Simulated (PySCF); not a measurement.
**Which is lower?**

Two relaxed structures of NaAlH$_{2}$, singlet (PBE0-D4/def2-TZVP; forces vanish, vibrations not checked).

A:

Na1  (-2.437, -0.140, -1.034)
Al2  (0.231, 0.012, 0.098)
H3  (1.114, -1.240, 0.618)
H4  (1.094, 1.364, 0.318)
(Å)

B:

Na1  (1.570, 0.090, 0.666)
Al2  (-1.187, -0.068, -0.504)
H3  (0.008, -1.214, 0.139)
H4  (-0.011, 1.215, -0.141)
(Å)

Program: PySCF 2.14 with density fitting (its default auxiliary sets; JK sets also for MP2 and CCSD(T)). Basis: def2-TZVPP. Cores are frozen in the correlated methods. The outer core shell of Li, Na, Mg and K is correlated. The def2 sets are not built for correlating such inner shells, so the correlated values are less sure here. B3LYP uses VWN-RPA correlation.

Task: Which structure is lower at CCSD(T), and by how much? (Judge from chemistry; the value comes from the calculation.)

Result: Computed: A, by 6.3 kJ/mol (electronic energy, against the other). By their contacts, A is NaAlH₂ ([Na][AlH2]) and B is NaAlH₂ ([H]1[Na]2[H][Al]12).

All methods give the same order:

```json
{"method": "PBE-D4", "E(B) − E(A) (kJ/mol)": "4.8"}
{"method": "r2SCAN-D4", "E(B) − E(A) (kJ/mol)": "6.1"}
{"method": "PBE0-D4", "E(B) − E(A) (kJ/mol)": "9.0"}
{"method": "B3LYP-D4", "E(B) − E(A) (kJ/mol)": "4.9"}
{"method": "wB97M-V", "E(B) − E(A) (kJ/mol)": "0.7"}
{"method": "HF", "E(B) − E(A) (kJ/mol)": "19.7"}
{"method": "MP2", "E(B) − E(A) (kJ/mol)": "11.2"}
{"method": "CCSD", "E(B) − E(A) (kJ/mol)": "7.3"}
{"method": "CCSD(T)", "E(B) − E(A) (kJ/mol)": "6.3"}
```

No T1 diagnostic of these runs exceeds 0.012. The restricted Hartree–Fock reference is unstable towards an unrestricted one at one or more of these structures.

Labels in which every atom is bracketed show which atoms are joined, not bond orders.

For scale, one of the runs: CCSD(T)/def2-TZVPP, 102 basis functions, launched by `OMP_NUM_THREADS=2 python run.py`. The run took about 46 s on 2 CPU threads of a Oxide Virtual Turin-like (shared host).
